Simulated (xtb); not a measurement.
Species: CH$_{3}$, SMILES `[CH3]` (charge 0, multiplicity 2).

Task: Give a relaxed geometry from GFN2-xTB (xtb).

Result: the end point of this relaxation (outside a Z-matrix the atoms follow the SMILES, hydrogens last).
Bonded distances (Å): C1–H2 1.067, C1–H3 1.067, C1–H4 1.067. Angles (°): H2–C1–H3 120.0, H2–C1–H4 120.0, H3–C1–H4 120.0.
